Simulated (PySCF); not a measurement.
SiO was optimised in PySCF in the def2-SVP basis family (density fitting, no spin–orbit coupling) with several functionals.

One of them gave a singlet of C∞v symmetry with a mean bond of 1.545 Å to Si, wavenumbers 1182 cm⁻¹ and a HOMO–LUMO gap of 4.63 eV.

**Question.** Which level of theory was it?
A. B3LYP
B. PBE
C. PBE0

**Answer.** B. That is PBE, with Si–O 1.545 Å. The others give PBE0 1.523 Å and 1261 cm⁻¹ for the highest mode; B3LYP 1.527 Å and 1242 cm⁻¹ for the highest mode.

The structures come from searches over a few start shapes, so lower isomers are not excluded.
